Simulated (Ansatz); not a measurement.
**Platinum, fcc under PBEsol: from relaxation to bulk modulus**

Aim: take platinum in the fcc structure, relax it, solve it on a dense k-mesh, switch on spin-orbit coupling, then scale the cell to 7 volumes from 88 to 112 % of the relaxed one and try a fit of the equation of state. The k-meshes are 14×14×14 for the relaxation; 23×23×23 for the dense run; 14×14×14 for spin-orbit coupling; 23×23×23 for the volumes. The starting cell is the deposited one, from the Crystallography Open Database.

Method: DFT PBEsol, plane waves (420 eV) with PAW, scalar-relativistic; the PAW data stem from PBE, with regenerated cores, in Ansatz 0.2.0.

## 1. Starting point

The structure is cubic, space group Fm-3m (No. 225). Conventional cell: a = 3.923 Å, b = 3.923 Å, c = 3.923 Å, α = 90.00°, β = 90.00°, γ = 90.00°. Pt (site symmetry m-3m) has 12 Pt at 2.77 Å as nearest neighbours.

Coordinates:

```
Pt
1.0
     0.00000    1.96155    1.96155
     1.96155    0.00000    1.96155
     1.96155    1.96155    0.00000
Pt
1
Direct
  0.00000 0.00000 0.00000
```

## 2. Relaxation of the cell

input.yaml

```yaml
crystal:
  lattice:
    - [0.0, 1.96155, 1.96155]
    - [1.96155, 0.0, 1.96155]
    - [1.96155, 1.96155, 0.0]
  atoms:
    - { symbol: Pt, position: [0.0, 0.0, 0.0] }
hamiltonian:
  xc: pbesol
  pseudopotentials:
    kind: paw
    azcp:
      Pt: "pseudopotentials/Pt.paw.azcp"
basis:
  ecutwfc: 420
  fft_grid_basis: typed
kpoints:
  mp_grid: { grid: [14, 14, 14], shift: [0, 0, 0] }
magnetization:
  spin_polarized: false
scf:
  occupations: { method: fermi_dirac, width: 0.1 }
relax:
  max_steps: 60
  f_tol: 0.01
  cell: {}
```

After this run come: The energy on a finer k-mesh; Spin-orbit coupling switched on; Volume × 0.88; Volume × 0.92; Volume × 0.96; Volume × 1.0; Volume × 1.04; Volume × 1.08; Volume × 1.12.

Before running it: what results should come out? Wanted: space group; conventional cell; volume; shortest distance; gap on the mesh; V₀, B₀, B₀′.

The runs gave:

| quantity | value |
| --- | --- |
| space group (spins left aside) | Fm-3m (No. 225) |
| conventional cell | a = 3.919 Å |
| volume | 15.052 Å³/atom |
| shortest distance | 2.771 Å |
| against the deposited volume | -0.3 % (15.095 Å³/atom) |
| gap on the mesh | none (levels filled in part) |
| V₀, B₀, B₀′ | 15.037 Å³/atom, 287 GPa, 5.4 |

**Reading.** Against experiment, PBEsol misses the volume by -0.3 %. Zero-point motion and thermal expansion are left out, so the match is not as exact as it looks. Levels at the Fermi energy are filled in part, as in a metal. Totals with and without spin-orbit coupling (-34.0 eV/atom apart) can't be read as binding, since the two-component data shift the zero of energy. B₀ comes out at 287 GPa, among the stiffest elements.
